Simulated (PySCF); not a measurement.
# Frontier levels across methods

Compound: C5H7Cl.
Geometry (PBE0-D3(BJ)/def2-SVP, Å), atoms numbered from 1 in this order:
```
atom  x, y, z in Å
C1     2.7754   -0.2096    0.2367
C2     1.4703   -0.4941    0.3624
Cl3    1.0116   -1.8123    1.4105
C4     0.4246    0.2438   -0.3353
C5    -0.9152    0.1184   -0.3298
C6    -1.7969   -0.8405    0.4097
H7     3.0882    0.6099   -0.4136
H8     3.5389   -0.7771    0.7691
H9     0.8394    1.0353   -0.9680
H10   -1.4373    0.8367   -0.9711
H11   -2.8533   -0.6385    0.1874
H12   -1.5849   -1.8856    0.1376
H13   -1.6569   -0.7715    1.4989
```

Basis pcSseg-1 throughout (PySCF), one geometry. The structure is a single PBE0-D3(BJ)/def2-SVP conformer in the gas phase; no vibrational or solvent corrections.

**Question.** How do the orbital energies, the gap and the dipole change with the method?

**Answer.** 
```json
{"method": "BLYP", "kind": "GGA", "HOMO (eV)": "-5.51", "LUMO (eV)": "-1.86", "gap (eV)": "3.65", "μ (D)": "1.18", "SCF cycles": "15"}
{"method": "B97-D", "kind": "GGA", "HOMO (eV)": "-5.62", "LUMO (eV)": "-1.93", "gap (eV)": "3.70", "μ (D)": "1.23", "SCF cycles": "16"}
{"method": "OPBE", "kind": "GGA", "HOMO (eV)": "-5.66", "LUMO (eV)": "-1.94", "gap (eV)": "3.72", "μ (D)": "1.25", "SCF cycles": "17"}
{"method": "KT3", "kind": "GGA", "HOMO (eV)": "-5.68", "LUMO (eV)": "-1.97", "gap (eV)": "3.72", "μ (D)": "1.21", "SCF cycles": "16"}
{"method": "PBE", "kind": "GGA", "HOMO (eV)": "-5.69", "LUMO (eV)": "-2.02", "gap (eV)": "3.66", "μ (D)": "1.21", "SCF cycles": "15"}
{"method": "KT2", "kind": "GGA", "HOMO (eV)": "-5.69", "LUMO (eV)": "-2.00", "gap (eV)": "3.69", "μ (D)": "1.22", "SCF cycles": "16"}
{"method": "BP86", "kind": "GGA", "HOMO (eV)": "-5.79", "LUMO (eV)": "-2.13", "gap (eV)": "3.67", "μ (D)": "1.23", "SCF cycles": "16"}
{"method": "LDA", "kind": "LDA", "HOMO (eV)": "-5.87", "LUMO (eV)": "-2.24", "gap (eV)": "3.62", "μ (D)": "1.24", "SCF cycles": "16"}
{"method": "B97-2", "kind": "global hybrid", "HOMO (eV)": "-6.47", "LUMO (eV)": "-1.18", "gap (eV)": "5.29", "μ (D)": "1.30", "SCF cycles": "14"}
{"method": "B3LYP", "kind": "global hybrid", "HOMO (eV)": "-6.49", "LUMO (eV)": "-1.32", "gap (eV)": "5.17", "μ (D)": "1.26", "SCF cycles": "14"}
{"method": "PBE0", "kind": "global hybrid", "HOMO (eV)": "-6.71", "LUMO (eV)": "-1.14", "gap (eV)": "5.56", "μ (D)": "1.30", "SCF cycles": "12"}
{"method": "mPW1PW91", "kind": "global hybrid", "HOMO (eV)": "-6.73", "LUMO (eV)": "-1.16", "gap (eV)": "5.57", "μ (D)": "1.30", "SCF cycles": "12"}
{"method": "BHandHLYP", "kind": "global hybrid", "HOMO (eV)": "-7.55", "LUMO (eV)": "-0.07", "gap (eV)": "7.48", "μ (D)": "1.35", "SCF cycles": "12"}
{"method": "CAM-B3LYP", "kind": "range-separated hybrid", "HOMO (eV)": "-7.92", "LUMO (eV)": "-0.02", "gap (eV)": "7.90", "μ (D)": "1.30", "SCF cycles": "12"}
{"method": "wB97X-D", "kind": "range-separated hybrid", "HOMO (eV)": "-8.48", "LUMO (eV)": "0.58", "gap (eV)": "9.05", "μ (D)": "1.34", "SCF cycles": "12"}
{"method": "HF", "kind": "Hartree–Fock", "HOMO (eV)": "-8.77", "LUMO (eV)": "2.60", "gap (eV)": "11.37", "μ (D)": "1.46", "SCF cycles": "11"}
{"method": "LC-wPBE", "kind": "range-separated hybrid", "HOMO (eV)": "-9.26", "LUMO (eV)": "1.01", "gap (eV)": "10.27", "μ (D)": "1.35", "SCF cycles": "13"}
```

The HOMO spans 3.75 eV, from BLYP down to LC-wPBE, and the gap runs from 3.62 eV (LDA) to 11.37 eV (HF). Over the methods BLYP (0 %), B97-D (0 %), OPBE (0 %), KT3 (0 %), PBE (0 %), KT2 (0 %), BP86 (0 %), LDA (0 %), B97-2 (21 %), B3LYP (20 %), PBE0 (25 %), mPW1PW91 (25 %), BHandHLYP (50 %), HF (100 %), a straight line through the gap against the share of exact exchange rises by 0.77 eV for each 10 % (correlation coefficient 1.000). The dipole ranges from 1.18 D (BLYP) to 1.46 D (HF). This basis has no diffuse functions.
